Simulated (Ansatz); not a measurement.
`CC1CCC1` and `FC1CCC1` differ in one atom or group.

Ansatz, PBE0-D4/def2-TZVP geometries, multiplicity 1. 

```csv
property,`CC1CCC1`
LUMO energy (B3LYP/def2-TZVPP) / eV,0.95
size of the dipole moment (PBE/def2-TZVPP) / D,0.10
size of the dipole moment (B3LYP/def2-TZVPP) / D,0.10
HOMO energy (ωB97M-V/def2-TZVPP) / eV,-10.56
HOMO energy (B3LYP/def2-TZVPP) / eV,-8.07
HOMO–LUMO gap (ωB97M-V/def2-TZVPP) / eV,13.27
```

**Question.** Give the same properties after the change, and the shifts. (Estimate.)

**Answer.** The calculation gave: 
| property | `FC1CCC1` | shift |
| --- | --- | --- |
| LUMO energy (B3LYP/def2-TZVPP) / eV | 0.96 | 0.01 |
| size of the dipole moment (PBE/def2-TZVPP) / D | 1.73 | 1.63 |
| size of the dipole moment (B3LYP/def2-TZVPP) / D | 1.86 | 1.76 |
| HOMO energy (ωB97M-V/def2-TZVPP) / eV | -11.03 | -0.47 |
| HOMO energy (B3LYP/def2-TZVPP) / eV | -8.48 | -0.41 |
| HOMO–LUMO gap (ωB97M-V/def2-TZVPP) / eV | 13.77 | 0.50 |

Dipoles are sizes alone; their direction can turn.

B3LYP here is the variant with VWN-RPA as its local correlation; programs differ in this.
